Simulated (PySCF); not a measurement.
**UPBE/def2-TZVP (preoptimised minimum) run of doublet BN+**

Aim: an optimisation with harmonic vibrations of doublet BN+. The job is set up through a Python script.

The calculation is run with PySCF 2.14.0.

4 further runs of the same task are left out: 4 set aside as unsound or not needed.

## (1) The structure to begin with

BN+ has 2 atoms, charge +1, and is taken as a doublet. As SMILES of the parent species, `B#N`. All atoms were displaced at random from a relaxed shape. That shape belongs to the parent species and isn't relaxed for this state. The run starts from this shape.

Bond lengths: B1–N2 1.266 Å.

## (2) An optimisation with harmonic vibrations at UPBE/def2-TZVP (preoptimised minimum)

Contents of job.py:

```python
import numpy
from pyscf import gto, dft, symm
from pyscf.hessian import thermo
from pyscf.geomopt.geometric_solver import kernel as optimise

mol = gto.M(
    atom='B -0.004074 -0.019382 -0.011356; N 0.002049 -0.016313 1.254494',
    max_memory=1860,
    verbose=3,
    basis='def2-tzvp',
    spin=1,
    charge=1,
)

calc0 = dft.UKS(mol)
calc0.xc = 'pbe'
calc0.grids.level = 4
calc0.conv_tol = 1e-10
calc0 = calc0.newton()
converged, mol_eq = optimise(calc0, maxsteps=80)
print('converged:', converged)
print(mol_eq.tostring())

calc0.reset(mol_eq)
mol = mol_eq
calc0.kernel()
energy = calc0.e_tot
print('E = %.10f Eh' % energy)
hess = calc0.Hessian().kernel()
modes = thermo.harmonic_analysis(mol, hess)
print('frequencies (1/cm)', numpy.round(modes['freq_wavenumber'], 1))
symm.geom.TOLERANCE = 1e-3  # for the symmetry number
th = thermo.thermo(calc0, modes['freq_au'], 298.15, 101325)
thermo.dump_thermo(mol, th)
```

Run with:

```
$ OMP_NUM_THREADS=1 python job.py
```

Q: Predict the results. Wanted: total energy; HOMO energy; ⟨S²⟩; harmonic wavenumber; zero-point energy; ideal-gas entropy at 298.15 K.

Answer, from the run:

At UPBE/def2-TZVP (preoptimised minimum):

| quantity | value |
| --- | --- |
| total energy | -78.89203 Eh |
| HOMO energy (highest over α and β) | -16.50 eV |
| ⟨S²⟩ | 0.877 |
| harmonic wavenumber | 1460 cm⁻¹ |
| zero-point energy | 8.7 kJ/mol |
| ideal-gas entropy at 298.15 K (symmetry number 1 as used) | 48.7 cal/(mol K) |

What this shows: At the final geometry: Bond lengths: B1–N2 1.346 Å. ⟨S²⟩ is 0.88 where a pure doublet has 0.75: the reference is spin-contaminated. The run may have ended on a state above the lowest. The one mode is real, so the shape is a minimum at this level.
